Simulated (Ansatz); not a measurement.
Reactions of `N=C1OCO1`.

Isolated molecules relaxed with PBE0-D4/def2-TZVP in Ansatz; ΔE leaves out vibrations. CCSD(T)/CBS adds triple-zeta CCSD(T) − MP2 to the extrapolated MP2 energy (def2 sets, frozen cores). This one scheme is used for every species, atoms too. DFT in def2-TZVPP. Open shells (•) are unrestricted, without spin–orbit coupling. Spin–orbit coupling would lower the free atoms: a little for C, O. Each species was taken in one conformer, which may not be the lowest.

```json
{"reaction": "`N=C1OCO1` → `N#COCO`", "ωB97M-V (kJ/mol)": "22", "CCSD(T)/CBS(def2) (kJ/mol)": "9"}
{"reaction": "`N=C1OCO1` → `OC1(O)C=N1`", "ωB97M-V (kJ/mol)": "92", "CCSD(T)/CBS(def2) (kJ/mol)": "83"}
{"reaction": "`N=C1OCO1` → 2 C• + 3 H• + N• + 2 O•", "ωB97M-V (kJ/mol)": "3377", "CCSD(T)/CBS(def2) (kJ/mol)": "3344"}
{"reaction": "`N=C1OCO1` → `NC(=O)C=O`", "ωB97M-V (kJ/mol)": "-112", "CCSD(T)/CBS(def2) (kJ/mol)": "-116"}
{"reaction": "`N=C1OCO1` → `N=C=C(O)O`", "ωB97M-V (kJ/mol)": "97", "CCSD(T)/CBS(def2) (kJ/mol)": "90"}
```

Largest T1 diagnostic: 0.016, for `NC(=O)C=O`.
